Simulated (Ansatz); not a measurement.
System: anatase TiO₂ (metastable phase). Method: r²SCAN+rVV10 (PAW; Ansatz, a program for electronic structure).

Numerical settings: plane-wave cutoff 560 eV, 12×12×12 k mesh, Fermi–Dirac smearing 0.01 eV, no spin polarisation, scalar-relativistic PAW data made under PBE.

Shape and atoms are relaxed at each volume.

Pressure at four volumes; x = ln(V/11.320 Å³). One pressure is withheld.

| V (Å³/atom) | x | P (GPa) |
|---|---|---|
| 10.867 | -0.0408 | ? |
| 11.093 | -0.0203 | 3.93 |
| 11.320 | 0.0000 | 0.00 |
| 11.772 | 0.0392 | -7.10 |

Pass a parabola P(x) through the three rows shown, estimate the bulk modulus and its pressure derivative near zero pressure, and predict the withheld pressure.

Slopes between the rows: (0.00 − (3.93))/(0.0000 − (-0.0203)) = -193.60 and (-7.10 − (0.00))/(0.0392 − (0.0000)) = -181.12 GPa. Their difference over the span 0.0595 is c = 12.48/0.0595 = 209.7 GPa, so P(x) = 3.93 + (-193.60)(x − (-0.0203)) + 209.7 (x − (-0.0203))(x − (0.0000)). At the middle row B = −dP/dx = −[-193.60 + 209.7 × 0.0203] = 189.3 GPa, and B′ = dB/dP = 2c/B = 2.2. At x = -0.0408 the parabola gives 8.07 GPa; the run gives 8.12 GPa. The Birch–Murnaghan fit to the energies at all volumes has B0 = 190 GPa and B′ = 2.4.

Note: the bulk modulus comes from volumes at which shape and atoms were relaxed.
